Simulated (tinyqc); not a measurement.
Inside a calculation. Method: G0W0 on RHF in the sto-3g basis, for H2O, spin multiplicity 1. Computed by tinyqc, a small Python program that keeps every step (integrals from PySCF). Settings: charge = 0, multiplicity = 1, basis = sto-3g, method = RHF, energy threshold = 1e-10, iteration cap = 78, orthogonalisation = symmetric, start = core, DIIS depth = 6. Command: `OMP_NUM_THREADS=1 python tinyqc.py 22882 22883 out.jsonl` (the two numbers bound the seeds that draw the settings). One thread of a shared host (Intel(R) Xeon(R) Processor @ 2.60GHz), about 0.06 s of CPU time with the checks. The early iterations of the SCF are left out here.

## One-electron integrals

Geometry (angstrom):
```
atom         x          y         z
O     0.000000   0.000000  0.000000
H     0.000000   0.712000  0.660000
H     0.000000  -0.712000  0.660000
```

Basis sto-3g: exponents (1/bohr^2) and contraction coefficients of normalised primitives:
```
element  l (shell)    exponent  coefficient
O            s (1)  130.709320     0.154329
O            s (1)   23.808861     0.535328
O            s (1)    6.443608     0.444635
O            s (2)    5.033151    -0.099967
O            s (2)    1.169596     0.399513
O            s (2)    0.380389     0.700115
O            p (3)    5.033151     0.155916
O            p (3)    1.169596     0.607684
O            p (3)    0.380389     0.391957
H            s (1)    3.425251     0.154329
H            s (1)    0.623914     0.535328
H            s (1)    0.168855     0.444635
```

Overlap, kinetic and nuclear-attraction integrals over the contracted functions; the nuclear repulsion is the sum of Za Zb / Rab.

nuclear repulsion = 9.09269379 hartree

overlap S, lower triangle:
```
           1O 1s     1O 2s    1O 2px     1O 2py    1O 2pz     2H 1s     3H 1s
1O 1s   1.000000
1O 2s   0.236704  1.000000
1O 2px  0.000000  0.000000  1.000000
1O 2py  0.000000  0.000000  0.000000   1.000000
1O 2pz  0.000000  0.000000  0.000000   0.000000  1.000000
2H 1s   0.052256  0.465893  0.000000   0.285041  0.264223  1.000000
3H 1s   0.052256  0.465893  0.000000  -0.285041  0.264223  0.285962  1.000000
```

kinetic energy T (hartree), lower triangle:
```
            1O 1s     1O 2s    1O 2px     1O 2py    1O 2pz     2H 1s     3H 1s
1O 1s   29.003200
1O 2s   -0.168011  0.808128
1O 2px   0.000000  0.000000  2.528731
1O 2py   0.000000  0.000000  0.000000   2.528731
1O 2pz   0.000000  0.000000  0.000000   0.000000  2.528731
2H 1s   -0.003429  0.122151  0.000000   0.200854  0.186185  0.760032
3H 1s   -0.003429  0.122151  0.000000  -0.200854  0.186185  0.017006  0.760032
```

nuclear attraction V (hartree), lower triangle:
```
             1O 1s       1O 2s     1O 2px      1O 2py      1O 2pz      2H 1s      3H 1s
1O 1s   -61.708590
1O 2s    -7.441119  -10.128811
1O 2px    0.000000    0.000000  -9.974828
1O 2py    0.000000    0.000000   0.000000  -10.105076
1O 2pz   -0.020517   -0.242520   0.000000    0.000000  -10.086746
2H 1s    -1.689819   -3.786708   0.000000   -2.053032   -1.989267  -5.806424
3H 1s    -1.689819   -3.786708   0.000000    2.053032   -1.989267  -1.794966  -5.806424
```

core Hamiltonian H = T + V (hartree), lower triangle:
```
             1O 1s      1O 2s     1O 2px     1O 2py     1O 2pz      2H 1s      3H 1s
1O 1s   -32.705390
1O 2s    -7.609130  -9.320683
1O 2px    0.000000   0.000000  -7.446096
1O 2py    0.000000   0.000000   0.000000  -7.576345
1O 2pz   -0.020517  -0.242520   0.000000   0.000000  -7.558014
2H 1s    -1.693248  -3.664557   0.000000  -1.852178  -1.803081  -5.046392
3H 1s    -1.693248  -3.664557   0.000000   1.852178  -1.803081  -1.777960  -5.046392
```

## Two-electron integrals

Functions are numbered as in S; the eight-fold symmetry (ij|kl) = (ji|kl) = (kl|ij) leaves the list below.

Two-electron integrals (ij|kl) in chemists' order, unique and non-zero (hartree):
```
(11|11) 4.785065    (21|11) 0.741380    (21|21) 0.136873    (22|11) 1.118947
(22|21) 0.256633    (22|22) 0.817206    (31|31) 0.024477    (32|31) 0.037809
(32|32) 0.180518    (33|11) 1.115814    (33|21) 0.256684    (33|22) 0.817023
(33|33) 0.880159    (41|41) 0.024477    (42|41) 0.037809    (42|42) 0.180518
(43|43) 0.047444    (44|11) 1.115814    (44|21) 0.256684    (44|22) 0.817023
(44|33) 0.785270    (44|44) 0.880159    (51|51) 0.024477    (52|51) 0.037809
(52|52) 0.180518    (53|53) 0.047444    (54|54) 0.047444    (55|11) 1.115814
(55|21) 0.256684    (55|22) 0.817023    (55|33) 0.785270    (55|44) 0.785270
(55|55) 0.880159    (61|11) 0.166248    (61|21) 0.030423    (61|22) 0.056642
(61|33) 0.056534    (61|41) 0.001028    (61|42) 0.001919    (61|44) 0.056713
(61|51) 0.000953    (61|52) 0.001779    (61|54) 0.000165    (61|55) 0.056687
(61|61) 0.006850    (62|11) 0.394235    (62|21) 0.091507    (62|22) 0.321422
(62|33) 0.316049    (62|41) 0.005024    (62|42) 0.037974    (62|44) 0.324556
(62|51) 0.004657    (62|52) 0.035201    (62|54) 0.007886    (62|55) 0.323359
(62|61) 0.020718    (62|62) 0.154987    (63|31) 0.009698    (63|32) 0.056004
(63|43) 0.007941    (63|53) 0.007361    (63|63) 0.022396    (64|11) 0.204982
(64|21) 0.048206    (64|22) 0.180841    (64|33) 0.172589    (64|41) 0.012024
(64|42) 0.076309    (64|44) 0.193137    (64|51) 0.002156    (64|52) 0.018822
(64|54) 0.011686    (64|55) 0.176598    (64|61) 0.011409    (64|62) 0.105916
(64|64) 0.093964    (65|11) 0.190012    (65|21) 0.044686    (65|22) 0.167634
(65|33) 0.159984    (65|41) 0.002156    (65|42) 0.018822    (65|44) 0.164309
(65|51) 0.011696    (65|52) 0.073451    (65|54) 0.011950    (65|55) 0.178423
(65|61) 0.010576    (65|62) 0.098181    (65|64) 0.066341    (65|65) 0.083892
(66|11) 0.525582    (66|21) 0.123979    (66|22) 0.498392    (66|33) 0.478119
(66|41) 0.009020    (66|42) 0.093194    (66|44) 0.510502    (66|51) 0.008362
(66|52) 0.086387    (66|54) 0.030018    (66|55) 0.505945    (66|61) 0.028339
(66|62) 0.299039    (66|64) 0.233418    (66|65) 0.216371    (66|66) 0.774606
(71|11) 0.166248    (71|21) 0.030423    (71|22) 0.056642    (71|33) 0.056534
(71|41) -0.001028   (71|42) -0.001919   (71|44) 0.056713    (71|51) 0.000953
(71|52) 0.001779    (71|54) -0.000165   (71|55) 0.056687    (71|61) 0.006758
(71|62) 0.020152    (71|64) 0.010109    (71|65) 0.010293    (71|66) 0.027277
(71|71) 0.006850    (72|11) 0.394235    (72|21) 0.091507    (72|22) 0.321422
(72|33) 0.316049    (72|41) -0.005024   (72|42) -0.037974   (72|44) 0.324556
(72|51) 0.004657    (72|52) 0.035201    (72|54) -0.007886   (72|55) 0.323359
(72|61) 0.020152    (72|62) 0.129420    (72|64) 0.060422    (72|65) 0.079953
(72|66) 0.209447    (72|71) 0.020718    (72|72) 0.154987    (73|31) 0.009698
(73|32) 0.056004    (73|43) -0.007941   (73|53) 0.007361    (73|63) 0.018208
(73|73) 0.022396    (74|11) -0.204982   (74|21) -0.048206   (74|22) -0.180841
(74|33) -0.172589   (74|41) 0.012024    (74|42) 0.076309    (74|44) -0.193137
(74|51) -0.002156   (74|52) -0.018822   (74|54) 0.011686    (74|55) -0.176598
(74|61) -0.010109   (74|62) -0.060422   (74|64) -0.010362   (74|65) -0.036436
(74|66) -0.085024   (74|71) -0.011409   (74|72) -0.105916   (74|74) 0.093964
(75|11) 0.190012    (75|21) 0.044686    (75|22) 0.167634    (75|33) 0.159984
(75|41) -0.002156   (75|42) -0.018822   (75|44) 0.164309    (75|51) 0.011696
(75|52) 0.073451    (75|54) -0.011950   (75|55) 0.178423    (75|61) 0.010293
(75|62) 0.079953    (75|64) 0.036436    (75|65) 0.066856    (75|66) 0.142437
(75|71) 0.010576    (75|72) 0.098181    (75|74) -0.066341   (75|75) 0.083892
(76|11) 0.175983    (76|21) 0.041259    (76|22) 0.158041    (76|33) 0.154026
(76|44) 0.156653    (76|51) 0.003249    (76|52) 0.029471    (76|55) 0.163272
(76|61) 0.009274    (76|62) 0.077266    (76|64) 0.045299    (76|65) 0.055020
(76|66) 0.156719    (76|71) 0.009274    (76|72) 0.077266    (76|74) -0.045299
(76|75) 0.055020    (76|76) 0.047217    (77|11) 0.525582    (77|21) 0.123979
(77|22) 0.498392    (77|33) 0.478119    (77|41) -0.009020   (77|42) -0.093194
(77|44) 0.510502    (77|51) 0.008362    (77|52) 0.086387    (77|54) -0.030018
(77|55) 0.505945    (77|61) 0.027277    (77|62) 0.209447    (77|64) 0.085024
(77|65) 0.142437    (77|66) 0.362146    (77|71) 0.028339    (77|72) 0.299039
(77|74) -0.233418   (77|75) 0.216371    (77|76) 0.156719    (77|77) 0.774606
```

## Orthogonalisation

S = U s U^T; symmetric (Loewdin) form X = U s^(-1/2) U^T, so that X^T S X = 1.

eigenvalues of S: 0.351638  0.429304  0.878261  1.000000  1.104117  1.284734  1.951947

X, lower triangle:
```
            1O 1s      1O 2s    1O 2px     1O 2py     1O 2pz      2H 1s     3H 1s
1O 1s    1.024106
1O 2s   -0.142315   1.232853
1O 2px   0.000000   0.000000  1.000000
1O 2py   0.000000   0.000000  0.000000   1.096601
1O 2pz  -0.010855   0.117170  0.000000   0.000000   1.065089
2H 1s    0.021285  -0.283008  0.000000  -0.214579  -0.157746   1.205346
3H 1s    0.021285  -0.283008  0.000000   0.214579  -0.157746  -0.106527  1.205346
```

## Iteration 8 (converged): orbitals

converged F (hartree), lower triangle:
```
             1O 1s      1O 2s     1O 2px     1O 2py     1O 2pz      2H 1s      3H 1s
1O 1s   -20.246328
1O 2s    -5.164790  -2.449302
1O 2px    0.000000   0.000000  -0.396959
1O 2py    0.000000   0.000000   0.000000  -0.302021
1O 2pz   -0.029545  -0.132506   0.000000   0.000000  -0.352730
2H 1s    -1.158362  -1.006293   0.000000  -0.369319  -0.401074  -0.571313
3H 1s    -1.158362  -1.006293   0.000000   0.369319  -0.401074  -0.425194  -0.571313
```

Diagonalise F' = X^T F X, C = X C', fill 5 alpha and 5 beta electrons from the bottom; D = 2 C_occ C_occ^T. Each column has its largest component positive (the first on a tie).

F' = X^T F X (hartree), lower triangle:
```
            1          2          3          4          5          6         7
1  -19.867467
2   -2.691985  -1.251231
3    0.000000   0.000000  -0.396959
4    0.000000   0.000000   0.000000  -0.029034
5   -0.057986   0.121493   0.000000   0.000000  -0.168993
6   -0.177543  -0.498559   0.000000  -0.453112  -0.356354   0.013877
7   -0.177543  -0.498559   0.000000   0.453112  -0.356354  -0.122690  0.013877
```

orbital energies (hartree): MO1 -20.255044, MO2 -1.272828, MO3 -0.592358, MO4 -0.475051, MO5 -0.396959, MO6 0.606419, MO7 0.699891

coefficients C:
```
              MO1        MO2        MO3        MO4       MO5        MO6        MO7
1O 1s    0.994189  -0.232396   0.000000   0.108743  0.000000  -0.125804   0.000000
1O 2s    0.026122   0.835476   0.000000  -0.561733  0.000000   0.836570   0.000000
1O 2px   0.000000   0.000000   0.000000   0.000000  1.000000   0.000000   0.000000
1O 2py   0.000000   0.000000   0.623243   0.000000  0.000000   0.000000   0.951940
1O 2pz   0.004492   0.134906   0.000000   0.741666  0.000000   0.793562   0.000000
2H 1s   -0.005713   0.156630   0.451308   0.293846  0.000000  -0.773447  -0.838374
3H 1s   -0.005713   0.156630  -0.451308   0.293846  0.000000  -0.773447   0.838374
```

D after iteration 8, lower triangle:
```
            1O 1s      1O 2s    1O 2px     1O 2py    1O 2pz      2H 1s     3H 1s
1O 1s    2.108489
1O 2s   -0.458552   2.028494
1O 2px   0.000000   0.000000  2.000000
1O 2py   0.000000   0.000000  0.000000   0.776863
1O 2pz   0.107530  -0.607579  0.000000   0.000000  1.136577
2H 1s   -0.020253  -0.068703  0.000000   0.562549  0.478080   0.629180
3H 1s   -0.020253  -0.068703  0.000000  -0.562549  0.478080  -0.185537  0.629180
```

## Convergence

Stop when the energy changes by less than 1e-10 hartree and every element of the error matrix X^T (F D S - S D F) X is below 3e-06.

Course of the cycle:
```
iteration   E (hartree)     change  largest element of the error matrix
1          -73.22207373          -                             6.49e-01
2          -74.92790694  -1.71e+00                             1.46e-01
3          -74.96201768  -3.41e-02                             3.21e-02
4          -74.96326219  -1.24e-03                             3.59e-03
5          -74.96330608  -4.39e-05                             1.12e-03
6          -74.96330991  -3.83e-06                             1.22e-04
7          -74.96330995  -3.74e-08                             7.05e-08
8          -74.96330995   2.84e-14                             1.34e-09
```

PySCF RHF in the same basis = -74.96330995 hartree

Converged in 8 iterations.

## Integrals over molecular orbitals

(pq|rs) = sum C_ip C_jq C_kr C_ls (ij|kl), one index at a time.

one-electron integrals over orbitals h = C^T H C (hartree), lower triangle:
```
            1          2          3          4          5          6          7
1  -32.687961
2    0.555439  -7.667406
3    0.000000   0.000000  -6.358198
4   -0.249168   0.460388   0.000000  -6.904103
5    0.000000   0.000000   0.000000   0.000000  -7.446096
6    0.287533  -1.369555   0.000000  -1.139204   0.000000  -5.429255
7    0.000000   0.000000  -1.677545   0.000000   0.000000   0.000000  -5.547422
```

Two-electron integrals over orbitals (pq|rs), unique and non-zero (hartree):
```
(11|11) 4.744917    (21|11) -0.415923   (21|21) 0.058023    (22|11) 1.003959
(22|21) -0.012744   (22|22) 0.730482    (31|31) 0.011438    (32|31) 0.018079
(32|32) 0.142228    (33|11) 0.806275    (33|21) -0.004490   (33|22) 0.648061
(33|33) 0.634183    (41|11) 0.193577    (41|21) -0.023825   (41|22) 0.016528
(41|33) 0.006764    (41|41) 0.027714    (42|11) -0.138892   (42|21) 0.009575
(42|22) 0.002454    (42|33) 0.005352    (42|41) 0.017171    (42|42) 0.123243
(43|31) -0.004005   (43|32) 0.018262    (43|43) 0.049524    (44|11) 0.980028
(44|21) -0.013404   (44|22) 0.666871    (44|33) 0.596397    (44|41) -0.010429
(44|42) -0.102014   (44|44) 0.761806    (51|51) 0.026030    (52|51) 0.032384
(52|52) 0.144027    (53|53) 0.029069    (54|51) -0.014158   (54|52) -0.049540
(54|54) 0.056421    (55|11) 1.115341    (55|21) -0.011675   (55|22) 0.746918
(55|33) 0.631225    (55|41) 0.005425    (55|42) -0.074426   (55|44) 0.718779
(55|55) 0.880159    (61|11) -0.226155   (61|21) 0.034397    (61|22) 0.000627
(61|33) 0.000740    (61|41) -0.000214   (61|42) 0.020996    (61|44) -0.019680
(61|55) -0.005893   (61|61) 0.031223    (62|11) 0.303726    (62|21) -0.006053
(62|22) 0.144273    (62|33) 0.080338    (62|41) 0.018981    (62|42) 0.019848
(62|44) 0.079010    (62|55) 0.156536    (62|61) 0.008807    (62|62) 0.103174
(63|31) 0.003630    (63|32) -0.031923   (63|43) -0.027638   (63|63) 0.064308
(64|11) 0.233026    (64|21) -0.002814   (64|22) 0.097312    (64|33) 0.046357
(64|41) 0.000475    (64|42) -0.045031   (64|44) 0.128046    (64|55) 0.124508
(64|61) -0.002101   (64|62) 0.058322    (64|64) 0.078489    (65|51) 0.014917
(65|52) 0.056498    (65|54) -0.000749   (65|65) 0.037977    (66|11) 0.822399
(66|21) -0.007121   (66|22) 0.623623    (66|33) 0.575399    (66|41) 0.020882
(66|42) 0.054229    (66|44) 0.556502    (66|55) 0.597499    (66|61) 0.009457
(66|62) 0.102686    (66|64) 0.046334    (66|66) 0.606261    (71|31) 0.015103
(71|32) 0.022350    (71|43) -0.005441   (71|63) 0.004232    (71|71) 0.019992
(72|31) 0.013820    (72|32) 0.039159    (72|43) -0.037048   (72|63) 0.035669
(72|71) 0.017341    (72|72) 0.061559    (73|11) 0.359055    (73|21) -0.007494
(73|22) 0.133833    (73|33) 0.089667    (73|41) -0.000830   (73|42) -0.082820
(73|44) 0.151203    (73|55) 0.188578    (73|61) -0.007179   (73|62) 0.074719
(73|64) 0.086651    (73|66) 0.039182    (73|73) 0.156363    (74|31) -0.010083
(74|32) -0.080076   (74|43) -0.000306   (74|63) 0.043678    (74|71) -0.013110
(74|72) -0.014915   (74|74) 0.072844    (75|53) 0.023504    (75|75) 0.023529
(76|31) 0.008665    (76|32) 0.093089    (76|43) 0.048813    (76|63) -0.056818
(76|71) 0.010869    (76|72) -0.012964   (76|74) -0.059416   (76|76) 0.110044
(77|11) 0.847855    (77|21) -0.008710   (77|22) 0.619809    (77|33) 0.608774
(77|41) 0.004537    (77|42) -0.009837   (77|44) 0.598128    (77|55) 0.616235
(77|61) -0.004150   (77|62) 0.066137    (77|64) 0.039649    (77|66) 0.569674
(77|73) 0.082324    (77|77) 0.613061
```

## Screening: direct RPA

With D = e_a - e_i and K = (ia|jb): diagonalise D^(1/2) (D + 4K) D^(1/2) = Z w^2 Z^T; X + Y = D^(1/2) Z w^(-1/2), each column of Z with its largest component positive (the first on a tie); E_c = (sum w - tr (D + 2K)) / 2.

D^(1/2) (D + 4K) D^(1/2) (hartree^2), lower triangle:
```
            1>6         1>7       2>6        2>7       3>6       3>7       4>6       4>7
1>6  437.806038
1>7    0.000000  440.785017
2>6    0.220577    0.000000  4.307127
2>7    0.000000    0.445975  0.000000   4.377377
3>6    0.000000    0.084843  0.000000   0.219408  1.745429
3>7   -0.149100    0.000000  0.465751   0.000000  0.000000  2.478148
4>6   -0.039915    0.000000  0.332578   0.000000  0.000000  0.409747  1.509109
4>7    0.000000   -0.260195  0.000000  -0.090826  0.207348  0.000000  0.000000  1.722838
5>6    0.000000    0.000000  0.000000   0.000000  0.000000  0.000000  0.000000  0.000000
5>7    0.000000    0.000000  0.000000   0.000000  0.000000  0.000000  0.000000  0.000000

          5>6       5>7
5>6  1.159188
5>7  0.000000  1.306313
```

excitation energies w (hartree): 1.076656  1.142941  1.162137  1.228763  1.392146  1.569942  2.096923  2.116350  20.923819  20.994896

X + Y:
```
            1         2          3          4          5          6          7          8
1>6  0.000000  0.000000   0.000022   0.000000   0.000000   0.001762   0.000000  -0.001217
1>7  0.000000  0.000000   0.000000   0.001981   0.001229   0.000000  -0.003320   0.000000
2>6  0.000000  0.000000  -0.071051   0.000000   0.000000  -0.310431   0.000000   0.902057
2>7  0.000000  0.000000   0.000000   0.096141  -0.045196   0.000000   0.966434   0.000000
3>6  0.000000  0.000000   0.000000  -0.689218   0.660515   0.000000   0.060684   0.000000
3>7  0.000000  0.000000  -0.338000   0.000000   0.000000   0.828435   0.000000   0.196868
4>6  0.000000  0.000000   0.912180   0.000000   0.000000   0.242984   0.000000   0.101484
4>7  0.000000  0.000000   0.000000   0.696503   0.644326   0.000000  -0.020597   0.000000
5>6  0.965370  0.000000   0.000000   0.000000   0.000000   0.000000   0.000000   0.000000
5>7  0.000000  0.979629   0.000000   0.000000   0.000000   0.000000   0.000000   0.000000

             9         10
1>6   0.998509   0.000000
1>7   0.000000   0.999047
2>6   0.000152   0.000000
2>7   0.000000   0.000313
3>6   0.000000   0.000046
3>7  -0.000085   0.000000
4>6  -0.000021   0.000000
4>7   0.000000  -0.000140
5>6   0.000000   0.000000
5>7   0.000000   0.000000
```

RPA correlation energy = -0.05518618 hartree

## G0W0 on Hartree-Fock: HOMO

W(p,q,m) = sqrt2 sum_ia (pq|ia) (X+Y)_ia,m; Sigma_c(x) = sum_(i,m) W^2/(x - e_i + w_m) + sum_(a,m) W^2/(x - e_a - w_m); solve x = e_p + Sigma_c(x) by Newton steps; Z = 1/(1 - dSigma/dx); 1 hartree = 27.211386 eV.

The 12 largest terms at x = e_p (hartree; W for the signs of X + Y given):
```
q  m          W       term
5  8   0.270076   0.034465
5  6   0.194983   0.024217
2  1   0.077133   0.003047
5  3   0.054747   0.002579
6  1   0.051847  -0.001292
3  2   0.032563   0.000792
7  2   0.032598  -0.000474
1  1   0.020365   0.000020
5  9  -0.008314   3.30e-06
4  1  -0.001023   9.06e-07
```

Newton steps (hartree):
```
step          x  Sigma_c(x)         Z
0     -0.396959    0.063358  0.964397
1     -0.335857    0.061175  0.966583
2     -0.335787    0.061172  0.966586
```

quasiparticle energy of the HOMO = -9.137225 eV

Hartree-Fock value = -10.801811 eV

## G0W0 on Hartree-Fock: LUMO

As before.

The 12 largest terms at x = e_p (hartree; W for the signs of X + Y given):
```
q  m          W       term
6  8   0.148539  -0.010425
7  5  -0.106368  -0.007616
2  8   0.160777   0.006469
4  6   0.102881   0.003992
4  8   0.109795   0.003770
3  5   0.097598   0.003676
4  3   0.053972   0.001298
5  1   0.051847   0.001292
2  6   0.062308   0.001126
3  7   0.052977   0.000852
6  3   0.030725  -0.000812
2  3   0.029154   0.000279
```

Newton steps (hartree):
```
step         x  Sigma_c(x)         Z
0     0.606419    0.003641  0.981730
1     0.609994    0.003575  0.981704
2     0.609994    0.003575  0.981704
```

quasiparticle energy of the LUMO = 16.598776 eV

Hartree-Fock value = 16.501501 eV
